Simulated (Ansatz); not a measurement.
**SiH (doublet): the correlation ladder, aug-cc-pVTZ**

One table from this session's results is given with a row withheld; the runs are named, their logs left out.

Method: aug-cc-pVTZ, core rule «outside noble gas», up to 5 orbitals frozen; program: Ansatz 0.2.0, Gaussian basis.

The runs, in order: UHF; CCSD(T) on ROHF; CCSD(T) on UHF; BCCD(T) on ROHF; CCSDT(Q) on ROHF; CCSDT(Q) on UHF; CASSCF and MRCISD+Q, 5 electrons in 5 orbitals; CASSCF and NEVPT2, 5 electrons in 5 orbitals.

19 further runs of the same task are left out: 9 that didn't finish, 10 set aside as unsound or not needed. Runs told in other sessions of the task aren't counted.

**The system**

The geometry is a PBE0/def2-TZVPD stationary point (not a proven minimum) of the parent state, kept for this charge and spin.

2 atoms, charge 0, spin multiplicity 2.

Atoms are counted from 1 here; the program's logs count them from 0.

Bond lengths: Si1–H2 1.559 Å.

Coordinates:

```
Si    0.00000    0.00000    0.00000
H     0.00000    0.00000    1.55940
```

Set-up of the first run:

Contents of in.yaml:

```yaml
crystal:
  periodic: [false, false, false]
  atoms:
    - {symbol: Si, position_ang: [0.000000, 0.000000, 0.000000]}
    - {symbol: H, position_ang: [0.000000, 0.000000, 1.559400]}
basis:
  gaussian: {orbitals: aug-cc-pVTZ}
magnetization: {spin_polarized: true, initial_magnetization: 1}
hamiltonian: {xc: hf}
output: {orbitals: {seedname: orbitals}}
```

Run with:

```
> ansatz run in.yaml --threads 1 --pin off --events-out ev --progress --plain --max-ram 2393MiB
```

Among the steps run: UHF; CCSD(T) on ROHF; CCSD(T) on UHF; BCCD(T) on ROHF; CCSDT(Q) on ROHF; CCSDT(Q) on UHF; CASSCF and MRCISD+Q, 5 electrons in 5 orbitals; CASSCF and NEVPT2, 5 electrons in 5 orbitals.

One table of the session follows, with a row left open; its other results are not shown here.

```
          method  from UCCSDT(Q) (meV)
            ROHF               +3130.3
             UHF               +2995.3
            RMP2                +740.8
            UMP2                     ?
           RCCSD                +118.3
           UCCSD                +112.5
        RCCSD(T)                 +25.6
        UCCSD(T)                 +25.2
         BCCD(T)                 +26.1
          RCCSDT                  +3.3
          UCCSDT                  +2.5
       RCCSDT(Q)                  +0.8
       UCCSDT(Q)                     0
  CASSCF valence               +2188.6
  NEVPT2 valence                +636.7
  MRCISD valence                +120.8
MRCISD+Q valence                  +5.8
```

**Question.** Estimate the row for UMP2.

As computed: from UCCSDT(Q) (meV): +764.0. In the column «from UCCSDT(Q) (meV)» it lies between RMP2 (+740.8) and CASSCF valence (+2188.6).

To keep in mind: Restricted and unrestricted rows rest on different reference determinants; a gap between their highest levels can come from leftover correlation error, from unlike frozen cores or from another state.
